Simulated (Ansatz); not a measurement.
Two shapes of doublet SO₃(+).

Shape 1:

```xyz
4

S    -0.0091    0.0029    0.0052
O     1.1223   -0.8239   -0.0409
O    -0.2935    0.7379    1.1648
O    -0.8561    0.0947   -1.1083
```

Shape 2:

```xyz
4

S     0.0948   -0.0083    0.1418
O     1.0923   -0.8124   -0.0624
O    -0.3069    0.7312    1.1292
O    -0.9165    0.1013   -1.1878
```

Basis set: def2-SVP (spherical functions). Correlated methods keep 8 orbitals frozen. Charge 1, multiplicity 2.

Computed with Ansatz (development build ahead of 0.2.0); each method stands on the lowest determinant of its kind that the runs found.

(1) Which shape is lower in energy, and by how much in each method?

Results:

(1)

```csv
method,E(2) − E(1) (eV)
UHF,0.095
UHF-MP2,0.999
```

Shape 1 is lower. Caution: the determinant breaks the point group. Caution for UHF-MP2: MP2 forces lie far from those of the mean fields.
